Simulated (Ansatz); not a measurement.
Input file:

```yaml
crystal:
  periodic: [false, false, false]
  atoms:
    - {symbol: B, position_ang: [0.000000, -0.640544, 1.467262]}
    - {symbol: S, position_ang: [0.000000, 0.422404, 0.118737]}
    - {symbol: N, position_ang: [0.000000, -0.487577, -1.259149]}
    - {symbol: H, position_ang: [0.000000, 0.208234, -2.017340]}
basis:
  gaussian: {orbitals: 6-31G}
magnetization: {spin_polarized: false, initial_magnetization: 3}
correlation: {active_space: {window: {electrons: 5, orbitals: 6}, fixed_orbitals: true}}
```

```sh
$ ansatz run in.yaml --threads 1 --pin off --events-out ev --progress --plain --max-ram 2393MiB
```

The program prints:

```
431 factors; integrals over basis functions are off by at most 2.3e-4 eV
mean field evaluation 1: about -12974.4539 eV, gradient 2.2e1 eV
mean field evaluation 2: about -12974.5579 eV, gradient 2.2e1 eV
mean field evaluation 4: about -12978.3685 eV, gradient 4.9e0 eV
mean field evaluation 8: about -12978.9182 eV, gradient 1.0e0 eV
mean field evaluation 16: about -12978.9255 eV, gradient 1.9e-6 eV
mean field evaluation 32: about -12975.5322 eV, gradient 1.4e0 eV
mean field evaluation 64: about -12974.5791 eV, gradient 1.9e1 eV
mean field -12978.92551506 eV, -476.9667152466 hartree, gradient 2.5e-6 eV, S^2 3.750000; 8 other end points of the search recorded, 0 dependent functions left out
reference -12978.92551506 eV, -476.9667152466 hartree; 16, 13 occupied and 17, 20 virtual orbitals, 431 factors
state -12978.98367826 eV, -476.9688527049 hartree
Total energy: -12978.98367826 eV, -476.9688527049 hartree
```

Natural occupations: 1.9952 0.9999 0.9995 0.9989 0.0041 0.0024.

Ran on 1 thread of AMD EPYC, shared host: 3.1 s wall, 0.08 GiB peak host memory.
